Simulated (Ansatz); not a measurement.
**PBE's record on a set of elemental metals**

PBE against measured values, property by property (Ansatz, a quantum-chemistry and plane-wave program). The last column gives the other level that did best, with its mean absolute difference against PBE's on the solids that both have (their number in brackets).

```tsv
property	solids	mean difference	mean (median) absolute difference	sign	best other level
bulk modulus	35	-5.8 %	8.4 % (5.2)	6 high, 29 low	PBEsol: 6.7 % against 8.4 % (35)
elastic constant C11	19	-3.3 %	7.6 % (7.7)	6 high, 11 low, 2 equal	r²SCAN: 9.2 % against 7.1 % (16), no clear gain
elastic constant C44	19	-12.7 %	12.9 % (13.1)	2 high, 16 low, 1 equal	PBEsol: 9.3 % against 12.9 % (19)
cohesive energy	28	-0.02 eV/atom	0.20 eV/atom (0.12)	7 high, 19 low, 2 equal	HSE06: 0.19 eV/atom against 0.14 eV/atom (16), no clear gain
equilibrium volume per atom	14	+2.8 %	3.1 % (1.8)	10 high, 4 low	r²SCAN+rVV10: 1.4 % against 3.1 % (14)
lattice constant a	25	+0.76 %	1.03 % (0.77)	18 high, 7 low	r²SCAN+rVV10: 0.73 % against 1.03 % (25)
```

Solids in one row or more: fcc Ag, fcc Al, fcc Au, bcc Ba, hcp Be, fcc Ca, hcp Cd, hcp Co, antiferromagnetic bcc Cr, bcc Cs, fcc Cu, bcc Fe, α-phase Ga, hcp Hf, body-centred tetragonal In, fcc Ir, bcc K, bcc Li, hcp Mg, bcc Mo, bcc Na, bcc Nb, fcc Ni, hcp Os, fcc Pb, fcc Pd, fcc Pt, bcc Rb, hcp Re, fcc Rh, hcp Ru, hcp Sc, fcc Sr, bcc Ta, hcp Tc, hcp Ti, hcp Tl, bcc V, bcc W, hcp Y and 2 more. Levels weighed for the last column, where run on half the solids or more at the same kind of cell (single points on PBE's cell aren't): HSE06, LDA, PBE-D3(BJ), PBE0, PBEsol, r²SCAN, r²SCAN+rVV10.

On these sets a large gain over PBE shows for the equilibrium volume per atom (r²SCAN+rVV10).

References are for low temperature or a static lattice.

Solids of the class with a measured value and a result at some level that aren't in a row (solids kept for tests aside; warm or disputed references, doubts on the run, spin–orbit coupling left out, not run): bulk modulus 9, elastic constant C11 19, elastic constant C44 19, cohesive energy 17, equilibrium volume per atom 1, lattice constant a 19; these can be a level's worst cases. Cells are each level's own unless a row says otherwise.

Ansatz's density-functional and Hartree–Fock values are scalar-relativistic unless marked +SOC, with PAW data made under PBE.

References as tabulated in Mejia-Rodriguez and Trickey (2018), arXiv:1807.09216; Lejaeghere et al. (2013), arXiv:1204.2733; Levämäki et al. (2014), arXiv:1402.3671; doi:10.1021/acs.jctc.3c00612 and others.
